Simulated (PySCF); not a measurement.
**Partial charges of PH3**

Compound: PH3.
Z-matrix (Å and degrees, PBE0-D3(BJ)/def2-SVP geometry), rows numbered from 1:
```
P 
H   1  1.4289
H   1  1.4288  2   92.97
H   1  1.4288  2   92.97  3   -93.14
```

The species is `P` (PH3).

Density: PBE0/pcSseg-1 (PySCF); schemes: Mulliken, IAO, Hirshfeld and ESP-fitted. Isolated species at its PBE0-D3(BJ)/def2-SVP geometry, gas phase.

Q: Atoms with like bonding are taken together and averaged. Do the Mulliken, IAO, Hirshfeld and ESP-fitted schemes agree on where the charge is highest?

A: The schemes don't all agree: Mulliken H2/H3/H4 (+0.038); IAO P1 (+0.017); Hirshfeld P1 (+0.031); ESP-fitted H2/H3/H4 (+0.088).

Q: Do the Mulliken, IAO, Hirshfeld and ESP-fitted schemes agree on where the charge is lowest?

A: The schemes don't all agree: Mulliken P1 (-0.114); IAO H2/H3/H4 (-0.006); Hirshfeld H2/H3/H4 (-0.010); ESP-fitted P1 (-0.265).

Q: Give the atomic charges in each scheme.

A: In e; atoms taken as equivalent share a row and are averaged (×n: the atom named and its like, n in all):

```json
{"atom": "P1", "environment": "phosphine phosphorus", "Mulliken": "-0.114", "IAO": "+0.017", "Hirshfeld": "+0.031", "ESP-fitted": "-0.265"}
{"atom": "H2/H3/H4", "environment": "P–H hydrogen", "Mulliken": "+0.038", "IAO": "-0.006", "Hirshfeld": "-0.010", "ESP-fitted": "+0.088"}
```

Mean size of the charges over all atoms: ESP-fitted 0.132 e, Mulliken 0.057 e, Hirshfeld 0.015 e, IAO 0.009 e. Each set sums to the total charge, 0, to within 0.001 e. The Mulliken scheme counts on each atom the diagonal of the density matrix times the overlap matrix over that atom's basis functions. The IAO scheme counts the electrons in orthogonalised intrinsic atomic orbitals, a minimal basis polarised so that it spans the occupied orbitals exactly.

Q: Sum the charges by element, for elements with more than one atom.

A: 
```tsv
element	atoms	Mulliken	IAO	Hirshfeld	ESP-fitted
H	3	+0.114	-0.017	-0.031	+0.265
```

Q: How many electrons does the Hirshfeld scheme count on P1?

A: Z − q = 15 − (+0.031) = 14.969.
